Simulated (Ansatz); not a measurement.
# Fluorite SrCl2

All values below come from PBE (Ansatz, a program for electronic structure, PAW).

Run with plane-wave cutoff 520 eV, 6×6×6 k mesh, scalar-relativistic PAW data made under PBE.

Cell (relaxed at this level):

```cif
data_Cl2Sr
_chemical_formula_sum 'Sr1 Cl2'
_space_group_name_H-M_alt 'P 1'
_space_group_IT_number 1
_cell_length_a 4.97876
_cell_length_b 4.97876
_cell_length_c 4.97876
_cell_angle_alpha 60.000
_cell_angle_beta 60.000
_cell_angle_gamma 60.000
loop_
_space_group_symop_operation_xyz
  'x, y, z'
loop_
_atom_site_label
_atom_site_type_symbol
_atom_site_fract_x
_atom_site_fract_y
_atom_site_fract_z
_atom_site_occupancy
Sr1 Sr 0.00000 0.00000 0.00000 1
Cl1 Cl 0.25000 0.25000 0.25000 1
Cl2 Cl 0.75000 0.75000 0.75000 1
```

```
Property                                         Result
---------------------------------------------  --------
elastic constant C11                           66.7 GPa
elastic constant C12                           17.1 GPa
elastic constant C44                           8.42 GPa
Voigt–Reuss–Hill bulk modulus                  33.6 GPa
Voigt–Reuss–Hill shear modulus (Hill average)  13.2 GPa
Young modulus                                  35.0 GPa
Poisson ratio                                     0.326
```

Elastic constants are with the ions relaxed.

The computed numbers hold no vibrational or temperature effects.

Cost on a shared machine: about 70 core-seconds (a rough figure).
